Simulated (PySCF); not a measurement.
Electron affinity of P by level of theory

P- [Ne] 3s2 3p4 [3p1/2^2 3p3/2^2, M_J = 2] → P [Ne] 3s2 3p3 [3p1/2^2 3p3/2^1, M_J = 3/2], as a difference of total energies. Calculation: PySCF 2.14, in x2c-TZVPall-2c with one added diffuse shell each of s, p type (6s7p2d1f, 44 functions); the two-component X2C-1e Hamiltonian. Correlated levels: [Ne] frozen; the 6 highest virtual spinors dropped. "Screened" scales the spin-orbit matrix elements by Boettger's factors to mimic the two-electron term; Breit and QED terms are absent.

```csv
method,electron affinity (eV)
GHF (spin-free),-0.443
GMP2 (spin-free),0.341
GHF (screened spin-orbit),-0.432
GMP2 (screened spin-orbit),0.353
```

Errors of the correlated levels include the incompleteness of this basis and the frozen core.

The labels give the starting determinants; with spin-orbit coupling the two ends relaxed to ⟨J²⟩ = 6.05, ⟨L²⟩ = 2.01, ⟨S²⟩ = 2.04 and ⟨J²⟩ = 3.75, ⟨L²⟩ = 0.00, ⟨S²⟩ = 3.75.

A negative affinity means that the anion lies above the atom at that level of theory.

For comparison: 0.747 eV (measured; photodetachment measurements, as compiled on the Wikipedia data page of electron affinities).
